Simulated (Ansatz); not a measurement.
Antimony, A7 rhombohedral: convergence with Fermi-Dirac smearing

Computed with Ansatz, r²SCAN, scalar-relativistic PAW, on the relaxed cell (a = 4.341 Å, c = 11.613 Å (c/a = 2.675); spin not included). Errors count from a run at 500 eV on a Γ-centred 14×14×14 mesh with Fermi-Dirac smearing of 0.1 eV, extrapolated to zero width. Fixed here: cutoff 500 eV, mesh 9×9×9. The SCF starts from atomic densities corrected by a trained network.

```
width (eV)  E(σ→0) error (meV/atom)  F error (meV/atom)  P (GPa)  SCF iterations
      0.01                     -3.6                -3.6     0.04               6
      0.03                     -3.6                -3.7     0.03               6
       0.1                     -3.2                -4.9     0.01               7
       0.2                      0.9               -12.9    -0.01               7
       0.6                     59.2              -209.7     1.03               7
       1.0                    135.0              -740.6     3.84               7
```

Task: What does the run at 0.3 give (width)?

Result: E(σ→0) error (meV/atom): 9.9; F error (meV/atom): -34.2; P (GPa): 0.07; SCF iterations: 7.
